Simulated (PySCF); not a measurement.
One of the candidates below gave these computed data.

All candidates are C4H5NS.

- Rotational structure: rotational constants A, B, C: 5.395, 3.184, 2.028 GHz [PBE0-D3(BJ)/def2-SVP]
- UV, first state: lowest singlet excitation: 5.38 eV (230 nm, f = 0.001) [TDDFT PBE0/def2-SVPD]
- UV, strongest line: among the 10 lowest singlet transitions: S10 at 7.43 eV (167 nm, f = 0.193) [TDDFT PBE0/def2-SVPD]
- Dipole: 2.05 D [PBE0/def2-SVPD]
- 1H NMR: chemical shifts (computed TMS as zero) by class: 8.23 (1 H), 7.61 (1 H), 2.51 (3 H) ppm [GIAO PBE0/pcSseg-1]
- 13C NMR: chemical shifts (computed TMS as zero) by class: 156.4 (1 C), 145.9 (1 C), 142.1 (1 C), 14.2 (1 C) ppm [GIAO PBE0/pcSseg-1]
- NMR, other nuclei: isotropic shieldings of nuclei other than C and H, by class: -102 (1 N), 218 (1 S) ppm [GIAO PBE0/pcSseg-1]
- Triplet: lowest triplet excitation (Tamm–Dancoff): 3.70 eV [TDA PBE0/def2-SVPD]
- Polarisability: 70.1 au [PBE0/def2-SVPD]

Gas-phase values; electronic properties from PySCF, density fitting. Levels stand in brackets. Geometry: PBE0-D3(BJ)/def2-SVP; no solvent, vibrations or thermal averaging. Each NMR value is the plain mean over a class of atoms that symmetry, rotation or inversion makes alike.

Task: Which candidate is it?
A. `CC(=S)CC#N`
B. `Cc1cncs1`
C. `Nc1cccs1`

Result: B. It is `Cc1cncs1`. Numbering: `[CH3:1][c:2]1[cH:3][n:4][cH:5][s:6]1`. Its formula, C4H5NS, gives 3 degrees of unsaturation: 1 ring and 2 π bonds in the structure found (Kekulé form). 4 carbons fall into 4 classes; from least to most shielded: aromatic CH next to a ring nitrogen [C5] (156.4 ppm), aromatic CH next to a ring nitrogen [C3] (145.9 ppm), substituted aromatic carbon [C2] (142.1 ppm), benzylic-type carbon [C1] (14.2 ppm). Hydrogen classes from least to most shielded: 1 H on an aromatic CH next to a ring nitrogen, C5 (8.23 ppm), 1 H on an aromatic CH next to a ring nitrogen, C3 (7.61 ppm), 3 H on a benzylic-type carbon, C1 (2.51 ppm). The other shieldings belong to: -102 ppm, pyridine-type nitrogen [N4]; 218 ppm, thiophene-type sulfur [S6]. S1 is mainly HOMO−1→LUMO (weight 0.99); the largest Löwdin shares of the orbital it empties are 0.61 on the pyridine-type nitrogen, 0.13 on the thiophene-type sulfur, 0.09 on an aromatic CH next to a ring nitrogen and 0.08 on an aromatic CH next to a ring nitrogen, of the orbital it fills 0.24 on the thiophene-type sulfur, 0.24 on an aromatic CH next to a ring nitrogen, 0.17 on the substituted aromatic carbon and 0.16 on the pyridine-type nitrogen. The optimised geometry has point group Cs and is an asymmetric top.

The others, at the same levels:
- `CC(=S)CC#N` fails: its computed lowest singlet excitation is 2.55 eV (486 nm, f = 0.000) (against 5.38 eV), static isotropic polarisability is 73.3 au (against 70.1 au) and rotational constant A is 6.817 GHz (against 5.395 GHz).
- `Nc1cccs1` fails: its computed lowest singlet excitation is 4.65 eV (267 nm, f = 0.009) (against 5.38 eV), lowest triplet excitation (Tamm–Dancoff) is 3.33 eV (against 3.70 eV) and static isotropic polarisability is 73.0 au (against 70.1 au).

Each candidate is one conformer, not necessarily the lowest. The conformers computed, where there is a choice (atom-mapped SMILES and torsion angles):
- `[CH3:1][C:2](=[S:3])[CH2:4][C:5]#[N:6]`: C1–C2–C4–C5 -39°
- `[NH2:1][c:2]1[cH:3][cH:4][cH:5][s:6]1`: H–N1–C2–C3 -22°, H–N1–C2–C3 -153°
